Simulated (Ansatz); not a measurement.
C4H6O can be A, `C=C=COC`, or B, `C#CCOC`.

Gas-phase electronic energies from Ansatz, PBE0-D4/def2-TZVP geometries. CBS: MP2 limit from def2 TZ/QZ plus the TZ coupled-cluster correction, frozen cores. DFT in def2-TZVPP. B3LYP here is the variant with VWN-RPA as its local correlation; programs differ in this. Each species was taken in one conformer, which may not be the lowest.

(1) Which is lower in electronic energy at CCSD(T)/CBS, and by how much? (An estimate is asked.)

(2) Give E(B) − E(A) in kJ/mol with HF/def2-TZVPP, B3LYP, B2PLYP, PBE-D4, r2SCAN-D4, CCSD/def2-TZVPP, MP2/def2-TZVPP. (Best estimate.)

Largest T1 diagnostic: 0.013.

## Answers

(1) Computed: A, by 18.4 kJ/mol.

(2) The calculation gave: HF/def2-TZVPP 9.1, B3LYP 33.7, B2PLYP 23.0, PBE-D4 45.6, r2SCAN-D4 40.9, CCSD/def2-TZVPP 16.1, MP2/def2-TZVPP 9.0. None reverses the order clearly.

From PBE to PBE0 (25 % exact exchange), in def2-TZVPP and without D4, E(B) − E(A) moves by −8.3 kJ/mol.
